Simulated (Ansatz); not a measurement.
The same path of C₂H₃NO (7 atoms, charge 0, multiplicity 1) was run twice with different band settings. The coordinate that changes most is the dihedral H6–C1–O2–C3.

Method: Ansatz, RKS B3LYP-D4/STO-3G.

Relaxed end points:

```xyz
7
Properties=species:S:1:pos:R:3
C -0.323 0.728 -0.305
O 0.958 -0.026 -0.125
C 0.697 -1.235 0.471
N 0.592 -2.318 0.989
H -1.022 0.172 -0.962
H -0.806 0.930 0.672
H -0.034 1.681 -0.786
```

```xyz
7
Properties=species:S:1:pos:R:3
C -0.401 0.669 -0.346
O 0.012 -0.744 -0.620
C 0.688 -1.241 0.466
N 1.294 -1.784 1.356
H -0.931 0.998 -1.259
H -1.084 0.721 0.526
H 0.484 1.314 -0.170
```

Common settings: movable images 5; climbing image yes; spring 5.0 eV/Å²; optimiser quadratic models (default); force threshold 0.05 eV/Å; iteration limit 60; end points relaxed.

| run | start path |
| --- | --- |
| 1 | through a guess of the saddle point |
| 2 | straight line |

(1) What does each run give, and how far can it be trusted?

## Answers

(1) Run 1: converged after 17 iterations, highest image 0.064 eV above the first end. A vibrational analysis at the climbing image gives one clearly imaginary mode, 168i cm⁻¹: a first-order saddle point.
Run 2: converged after 6 iterations, highest image 0.064 eV above the first end. Another band between the same ends (5 images) ends at a top of the same energy, where a vibrational analysis finds 1 clearly imaginary mode.
Limits of this set-up: minimal basis.
